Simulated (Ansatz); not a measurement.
Reaction (SMILES): [C]1=CO1 -> [CH]=C=O

Property: isomerisation energy (electronic), in kcal/mol. Set-up: spin-orbit terms left out; LANL2DZ all-electron up to Ne; six Cartesian d functions in 6-31G* and its kin unless marked 5d; frozen cores in correlated levels; UHF or UKS for open shells; non-relativistic; 6-311+G** with 5d. First-principles rows: single points at B3LYP-D3(BJ) geometries (Ansatz, an electronic-structure program). A UHF reference is markedly spin-contaminated in at least one set, which strains HF and MP2.

```csv
level,program,isomerisation energy (electronic) (kcal/mol)
MP2/STO-3G,Ansatz,-35.8
MP2/3-21G,Ansatz,-71.0
MP2/LANL2DZ,Ansatz,-64.2
MP2/6-31G*,Ansatz,-55.2
MP2/6-311+G**,Ansatz,-57.6
```

No value to compare with is used here. The 5 habitual levels span -71.0 (MP2/3-21G) to -35.8 kcal/mol (MP2/STO-3G).

The sets are all those run for this method; left out are runs that failed, that the program found above a lower state of the same kind, or whose <S^2> lies over 0.5 above the pure value.
